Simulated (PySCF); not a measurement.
# H2O: the cost of one run

Computed with PySCF 2.14.0. Level: levels as typed in each script, gas phase, geometry from GFN2-xTB.

## (1) Where the work starts

SMILES `O`, 3 atoms, charge 0, spin multiplicity 1.

Bond lengths: O1–H2 0.959 Å, O1–H3 0.959 Å. Angles: H2–O1–H3 107.2°.

As a file:

```xyz
3
H2O
O     0.0000    0.1138    0.0000
H     0.7722   -0.4552    0.0000
H    -0.7722   -0.4552    0.0000
```

## (2) Density, bond paths and surface potential (PBE/6-31+g*)

Input file input.py:

```python
import numpy as np
from pyscf import gto, scf, dft
from pyscf.scf import atom_ks, atom_hf
from scipy.linalg import block_diag

def solve(mol, dm0=None, hcore=None):
    mf = (dft.UKS if mol.spin else dft.RKS)(mol, xc='pbe')
    mf.grids.level = 3
    mf = mf.density_fit(auxbasis='def2-universal-jkfit')
    mf.conv_tol, mf.max_cycle = 1e-8, 80
    if hcore is not None:
        mf.get_hcore = lambda *args: hcore
    mf.kernel(dm0)
    if not mf.converged:
        mf = mf.newton().run(mf.mo_coeff, mf.mo_occ, max_cycle=30)
    assert mf.converged, 'SCF not converged'
    return mf

mol = gto.M(atom='''
O      0.00000     0.11381     0.00000
H      0.77220    -0.45522     0.00000
H     -0.77219    -0.45522     0.00000
''', basis='6-31+g*', charge=0, spin=0, verbose=4)
mf = solve(mol)
mf.analyze()
# spherically averaged free atoms, for the promolecule
atm = atom_ks.get_atm_nrks(mol, xc='pbe')
pro = block_diag(*[(atm[a[0]][2] * atm[a[0]][3]) @ atm[a[0]][2].T for a in mol._atom])
np.savez('result.npz', e=mf.e_tot, c=mf.mo_coeff, occ=mf.mo_occ, eps=mf.mo_energy, pro=pro, dip=mf.dip_moment(verbose=0), s2=mf.spin_square()[0])
```

The run is started by

```sh
OMP_NUM_THREADS=1 python input.py
```

**Question.** How long does this run take on 1 thread of Intel Xeon 6975P-C (Granite Rapids), shared host, and how much memory does it need?

About 1.1 s, with a peak of 0.17 GiB.
